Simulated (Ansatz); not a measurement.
**C₂H₆Al radical: up Jacob's ladder to CCSD(T)**

Aim: compute C₂H₆Al radical with functionals from several rungs and with coupled cluster, and see how far each lands from CCSD(T) at the basis-set limit for the atomisation energy.

Method: functionals in def2-TZVPP, the program's frozen cores in correlated methods; program: Ansatz 0.2.0, Gaussian basis.

Plan: LDA (SPW92), PBE-D4, revPBE-D4, BLYP-D4, r2SCAN-D4, B97M-V, PBE0-D4, B3LYP-D4, r2SCANh-D4, r2SCAN0-D4, HSE06-D4, BHLYP-D4, CAM-B3LYP-D4, LC-ωPBE, ωB97X-V, ωB97M-V, B2PLYP, PBE-QIDH; CCSD(T)/def2-SVP; CCSD(T)/def2-TZVPP; MP2/def2-QZVPP; extrapolation to the limit; RPA on PBE.

## (1) The relaxed structure

All runs share one geometry, relaxed beforehand with PBE0-D4 in a triple-zeta def2 set.

SMILES `[CH2][AlH][CH3]`, 9 atoms, charge 0, spin multiplicity 2.

Atoms are counted from 1 here; the program's logs count them from 0.

Bond lengths: C1–Al2 1.929 Å, C1–H4 1.090 Å, C1–H5 1.089 Å, Al2–C3 1.952 Å, Al2–H6 1.591 Å, C3–H7 1.093 Å, C3–H8 1.095 Å, C3–H9 1.096 Å. Angles: Al2–C1–H4 124.3°, Al2–C1–H5 124.1°, H4–C1–H5 111.6°, C1–Al2–C3 121.1°, C1–Al2–H6 118.2°, C3–Al2–H6 120.7°, Al2–C3–H7 113.1°, Al2–C3–H8 111.1°, Al2–C3–H9 110.6°, H7–C3–H8 107.9°, H7–C3–H9 107.6°, H8–C3–H9 106.1°.

## (2) LDA

This LDA is Slater exchange with PW92 correlation.

The input, in.yaml:

```yaml
crystal:
  periodic: [false, false, false]
  atoms:
    - {symbol: C, position_ang: [-1.001679, 0.881789, -1.329499]}
    - {symbol: Al, position_ang: [0.228879, 0.664977, 0.139626]}
    - {symbol: C, position_ang: [0.616175, -1.098766, 0.880148]}
    - {symbol: H, position_ang: [-1.528114, 0.061229, -1.816417]}
    - {symbol: H, position_ang: [-1.257331, 1.842287, -1.775490]}
    - {symbol: H, position_ang: [0.918871, 1.966747, 0.740132]}
    - {symbol: H, position_ang: [0.137449, -1.910431, 0.327013]}
    - {symbol: H, position_ang: [1.694047, -1.291289, 0.896196]}
    - {symbol: H, position_ang: [0.280103, -1.162741, 1.921092]}
basis:
  gaussian: {orbitals: def2-TZVPP}
magnetization: {spin_polarized: true, initial_magnetization: 1}
hamiltonian: {xc: lda}
output: {orbitals: {seedname: orbitals}}
```

Further steps of the session: PBE-D4 (GGA); revPBE-D4 (GGA); BLYP-D4 (GGA); r2SCAN-D4 (meta-GGA); B97M-V (meta-GGA); PBE0-D4 (hybrid); B3LYP-D4 (hybrid); r2SCANh-D4 (hybrid); r2SCAN0-D4 (hybrid); HSE06-D4 (hybrid); BHLYP-D4 (hybrid); CAM-B3LYP-D4 (range-separated); LC-ωPBE-D4 (range-separated); ωB97X-V (range-separated); ωB97M-V (range-separated); B2PLYP (double hybrid); PBE-QIDH (double hybrid); CCSD(T) in def2-SVP; CCSD(T) in def2-TZVPP; MP2 in def2-QZVPP; RPA on PBE orbitals.

Q: Predict the results of all the runs planned. Wanted: atomisation energy, CCSD(T)/CBS; farthest beyond LDA; mean size of error, GGA; mean size of error, meta-GGA; mean size of error, hybrid; mean size of error, range-separated; mean size of error, double hybrid; gap, smallest and largest; T1 diagnostic.

The runs gave:

```
                               quantity                                                                                     value
        atomisation energy, CCSD(T)/CBS                                                                            719.6 kcal/mol
functionals within 3.6 kcal/mol (0.5 %)  PBE0-D4, B3LYP-D4, r2SCANh-D4, r2SCAN0-D4, HSE06-D4, LC-ωPBE, ωB97X-V, ωB97M-V, PBE-QIDH
                    farthest beyond LDA                                                                  BHLYP-D4 (-9.4 kcal/mol)
                mean size of error, GGA                                                                              5.8 kcal/mol
           mean size of error, meta-GGA                                                                              6.7 kcal/mol
             mean size of error, hybrid                                                                              2.7 kcal/mol
    mean size of error, range-separated                                                                              2.1 kcal/mol
      mean size of error, double hybrid                                                                              4.7 kcal/mol
              gap, smallest and largest                                                  1.42 eV (LDA (SPW92)), 9.69 eV (LC-ωPBE)
                          T1 diagnostic                                                                                    0.0100
triples share of the correlation energy                                                                                     3.3 %
```

What this shows: LDA overbinds by 79.2 kcal/mol (11 %). PBE-D4 is off by +4.7 kcal/mol. Double hybrids carry the basis error of their MP2 part in triple zeta, and no dispersion term here, so their miss is partly the set-up's. The rungs range-separated, hybrid miss on average by less than the doubt on the reference (3.6 kcal/mol), so they tie. Misses under about 3.6 kcal/mol are within the doubt on the reference itself, which lacks core-valence correlation, relativity and higher excitations. Hartree-Fock recovers 77 % of the binding; the rest is correlation. CCSD(T) in def2-SVP is off by -32.6 kcal/mol, which most functionals beat. Orbital gaps span 1.4 to 9.7 eV; exact exchange widens them.
